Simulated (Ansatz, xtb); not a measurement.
**A geometry optimisation of CH3BCl with r2SCAN-D4/def2-SVP**

The starting geometry of this gas-phase doublet has its atoms placed at random.

```xyz
6

C     0.7183   -0.1751   -0.8711
B     1.2188   -0.1307    0.7552
Cl   -1.1775    0.4237    1.4245
H     0.6584    0.9550    0.5238
H    -0.6951    0.3187    0.1290
H     0.8658    0.2956   -1.6739
```

Question: One run relaxed it with r2SCAN-D4/def2-SVP. What is a likely outcome?

Answer: It loosens into CH2B + ClH, which stay close as a complex. Distances that change by over a tenth: C1–B2 (1.70 → 1.40 Å), C1–H6 (0.94 → 1.10 Å). Contacts that open: B2–H4 (1.24 → 2.18 Å). Contacts that close: C1–H4 (1.80 → 1.10 Å).

The energy falls by 3.87 eV over 23 steps:

| step | E − E(last) (eV) |
| --- | --- |
| 1 | 3.871 |
| 3 | 1.526 |
| 6 | 0.452 |
| 8 | 0.324 |
| 11 | 0.137 |
| 13 | 0.007 |
| 16 | 0.003 |
| 18 | 0.001 |
| 21 | 0.000 |
| 23 | 0.000 |

Final geometry (Å):

```
atom    x (Å)    y (Å)    z (Å)
   C   1.0508   0.3017  -0.4086
   B   1.5129  -0.6866   0.4638
  Cl  -1.9933   0.3915   1.1624
   H   1.2284   1.3672  -0.2182
   H  -0.7893   0.2657   0.6542
   H   0.5793   0.0479  -1.3661
```

From the same start GFN2-xTB ends elsewhere, differing in C1–H4 (2.55 against 1.10 Å here), C1–H5 (1.08 against 2.13 Å here), B2–H4 (1.14 against 2.18 Å here), Cl3–H5 (2.48 against 1.31 Å here).

From so rough a start the end depends on the optimiser's path, so another program may land elsewhere. No frequencies were run, so the end isn't proven a minimum. Open shells are spin-unrestricted. Run with Ansatz 0.2.0, 38 s on 1 thread of AMD EPYC 9R45 96-Core Processor (Zen 5), with other jobs on the host.
